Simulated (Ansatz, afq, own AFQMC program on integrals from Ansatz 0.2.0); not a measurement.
## CH3Se, doublet in def2-TZVP, levels against CCSDT(Q)

```tsv
atom	x (Å)	y (Å)	z (Å)
C	-1.2154	0.0110	0.9624
Se	0.2712	1.2446	0.9556
H	-1.8479	0.2841	1.8229
H	-0.8738	-1.0238	1.0993
H	-1.8163	0.1071	0.0481
```

Connectivity, by distances: CH3–Se.

Basis def2-TZVP. Only valence electrons are correlated. Integrals, coupled cluster, full CI and functionals: Ansatz 0.2.0; the random walks run on the same integrals in our own AFQMC program. ph-AFQMC/CISD is guided by a CISD state made of CCSD amplitudes; releasing the constraint for a short imaginary time cuts its bias at the price of noise, slowly where states lie close. Free projection: walkers drawn from exp(T), propagated without any constraint. Its projection time is finite, and what remains of the start isn't in its error. ± is one standard error of the sampling. No spin–orbit coupling.

Determinant: UHF, the one that the program's search chose, which needn't be the lowest solution. The geometry is a PBE0/def2-SVP stationary point of this or a neighbouring charge and spin state.

No full CI on the walks' own integrals is used here; CCSDT(Q) serves as the reference and is uncertain by about the last step of the cluster series.

Cautions: no relativity below Rb; no spin-orbit coupling; inner d shell frozen.

The T1 diagnostic is 0.0113, the weight of the determinant in the CISD state is 0.870 and the ⟨S²⟩ of the determinant is 0.762. The size of the correlated space is 13 electrons in 82 orbitals.

Reference: CCSDT(Q), correlation energy -9.417 eV. The released energy is read at 1.50 1/Eh (meV from the phaseless value at times in 1/Eh: -6 ± 3 at 0.24, -6.2 ± 2.0 at 0.50, -10.2 ± 2.0 at 1.00, -10 ± 3 at 1.50).

| level | E − E(reference) (kcal/mol) | share of correlation (%) |
| --- | --- | --- |
| HF | 217.16 | 0.00 |
| MP2 | 29.19 | 86.56 |
| CCSD | 8.73 | 95.98 |
| CCSD(T) | 0.89 | 99.59 |
| CCSDT | 0.32 | 99.85 |
| ph-AFQMC/HF | 0.49 ± 0.41 | 99.77 |
| ph-AFQMC/CISD | 0.30 ± 0.08 | 99.86 |
| released AFQMC | 0.06 ± 0.08 | 99.97 |
| free AFQMC | 0.11 ± 0.15 | 99.95 |

Free projections are given only where their last times agree within the noise and don't stop above the reference; a slow remainder of the start can still hide under it. Released energies are given only where the last usable release times agree within the noise; a slower fall can still hide under it.
